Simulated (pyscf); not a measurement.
PySCF, gas phase, ωB97X-D3(BJ)/def2-SVP geometries.

Task: HBr + HO–B(Br)–Br → Br–B(Br)–Br + H₂O
Surface: singlet. Broken: Br–H, B–O. Formed: B–Br, H–O. Give ΔE‡ and ΔE from ωB97M-D3(BJ)/def2-TZVP, relative to the separated reactants.

Result: ΔE‡ = 1.10 eV, ΔE = +0.80 eV. Zero-point energy shifts the barrier by -0.01 eV. It is a four-centre exchange, with an imaginary mode of 1170i cm⁻¹. On the product side the descent ends in an adduct with a B–O contact, 0.48 eV under the separated species and 0.83 eV under the saddle at ωB97X-D3(BJ)/def2-TZVP. What is counted as broken (B–O) persists as a longer contact in the product adduct; parting that adduct is a step of its own. At ωB97X-D3(BJ)/def2-TZVP the barrier from the zero used here is 1.01 eV. This is the saddle that the search found; another between the same sides may lie lower. Elements up to Kr have no core potential and no relativistic terms here.
